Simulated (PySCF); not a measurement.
## From a raw peak list to a structure

Formula C2H5F. The spectrum was simulated from the full spin Hamiltonian at 300 MHz with 1.0 Hz Lorentzian lines, from shifts rounded to 0.01 ppm and J to 0.1 Hz, couplings under 1 Hz left out.

```csv
region,integral (H),ppm,Hz,height
1,1,4.630,1388.9,16
1,,4.603,1381.0,49
1,,4.577,1373.1,50
1,,4.551,1365.2,17
2,1,4.450,1334.9,16
2,,4.423,1327.0,49
2,,4.397,1319.1,50
2,,4.371,1311.2,17
3,3,1.317,395.2,51
3,,1.291,387.4,100
3,,1.265,379.5,49
3,,1.235,370.5,51
3,,1.209,362.6,100
3,,1.182,354.7,49
```

Computational details: PBE0-D3(BJ)/def2-SVP geometry, spin–spin couplings from B3LYP/pcJ-1, NMR shieldings at KT3/pcSseg-2/GIAO, in PySCF (in vacuum, averaged over atoms made equivalent by symmetry, fast rotation or ring inversion, relativity neglected, single conformer).

Chemical shifts δ = σref − σ; ¹H (σref 31.35) vs TMS, all at this level.

Problem. Analyse the multiplets.

Solution. ¹H NMR (300 MHz, computed): δ 4.50 (dq, J = 54.0, 7.9 Hz, 2H), 1.25 (dt, J = 24.8, 7.9 Hz, 3H). These are first-order names from the parameters used; overlap and second-order distortion can hide them in the list.

Problem. What is the compound?

Solution. SMILES FCC.

Structure with atom numbers: `[CH3:1][CH2:2][F:3]` (H(Xn): hydrogen on atom n).

1. δ 4.50: H(C2), hydrogen on an sp3 CH2 bonded to F, coupled to F3 (54.0 Hz), H(C1) (7.9 Hz).
2. δ 1.25: H(C1), hydrogen on a methyl carbon, coupled to F3 (24.8 Hz), H(C2) (7.9 Hz).

Multiplet labels drop couplings under 1 Hz and merge nearly equal ones. Unscaled 3J(H,H) at this level run about 10 % above measured values.
